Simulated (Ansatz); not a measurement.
Basis-set extrapolation for F$_{3}$P (`FP(F)F`) (PBE0-D4/def2-TZVP geometry, frozen core, Ansatz). Multiplicity 1, RHF reference.

```tsv
	def2-TZVPP	def2-QZVPP
HF	-639.318446	-639.344214
MP2 correlation	-0.888174	-0.974596
CCSD(T) correlation	-0.923133	not run
```

Energies in hartree. Use E(X) = E(∞) + A·exp(−7.88·√X) for Hartree–Fock and E(X) = E(∞) + B·X^(−2.97) for correlation, with X = 3 and 4, and add CCSD(T) minus MP2 of the smaller set to the MP2 limit.

What is the CCSD(T) energy at the basis-set limit?

HF limit: -639.344214 + (-0.025768) × 0.13774 = -639.34776. MP2 limit: -0.974596 + (-0.086422) × 0.74074 = -1.03861. Higher-order term: -0.923133 − (-0.888174) = -0.03496. Total: -640.42133 hartree, 112.8 kcal/mol below CCSD(T)/def2-TZVPP.
